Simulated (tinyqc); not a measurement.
Geometry optimisation on the LDA (VWN5)/sto-6g surface (energies and gradients from PySCF), for CH+, spin multiplicity 1, step by step. One step of it, computed by the program tinyqc.

Problem. Step 1: move. Quasi-Newton step p = -H^(-1) g (first H = 0.6 times the unit matrix); steps longer than 0.3 bohr are cut back (factor 0.520 here).

positions at the start (bohr):
```
           x         y         z
1C  0.000000  0.000000  0.000000
2H  0.000000  0.000000  1.851932
```

gradient (hartree/bohr):
```
             x           y            z
1C  0.00000000  0.00000000   0.24475706
2H  0.00000000  0.00000000  -0.24475658
```

Give: positions after step 1.

Solution.

positions after step 1 (bohr):
```
         x       y        z
1C  0.0000  0.0000  -0.2121
2H  0.0000  0.0000   2.0641
```
